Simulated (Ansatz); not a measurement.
Molecule (SMILES): C=O (CH2-O).
Geometry (B3LYP-D3(BJ)/def2-TZVP, fixed):
```xyz
4

O     -0.0009    -0.0102     0.6728
C      0.0007     0.0079    -0.5259
H     -0.0027     0.9554    -1.0993
H      0.0057    -0.9218    -1.1276
```
Charge 0, spin multiplicity 1.

Basis-set convergence of the dipole moment at MP2 with Ansatz (a quantum-chemistry and plane-wave program). Dipoles come from the density behind the forces; the sign is taken along the dipole that this method gives in the largest set. The reference of a correlated method is not its basis-set limit, which lies further on. Cartesian d functions, on some or all atoms, in 6-31G*, 6-31G**; all else is spherical. Cores are frozen. No added dispersion term, no relativity. Reference: the value in aug-cc-pVQZ, 2.348 D, itself unsure by roughly 0.010 D (its distance from def2-QZVPPD). Deviations are taken from unrounded values.

```tsv
basis	functions
STO-3G	12
3-21G	22
6-31G	22
def2-SV(P)	32
6-31G*	34
def2-SVP	38
6-31G**	40
6-311G**	48
def2-TZVP	74
def2-TZVPP	90
def2-QZVPP	174
d-aug-cc-pVTZ	188
```

Problem. Which is the smallest set listed that can be trusted to 0.05 D here, that is, within that of the reference together with its larger relatives (same family, alike in diffuse functions; a set with none to test it counts only in the reference's own line)?

Solution. Of the sets listed that have larger relatives (same family, alike in diffuse functions), none stays within 0.05 D of the reference together with them. Inside the window by cancellation, since a larger relative falls out: 6-31G. Inside, with no larger relative to test it: def2-QZVPP, d-aug-cc-pVTZ. Value minus reference: STO-3G -1.154, 3-21G -0.379, 6-31G -0.023, def2-SV(P) -0.164, 6-31G* -0.147, def2-SVP -0.215, 6-31G** -0.196, 6-311G** -0.219, def2-TZVP -0.067, def2-TZVPP -0.088, def2-QZVPP -0.024, d-aug-cc-pVTZ -0.014 D.
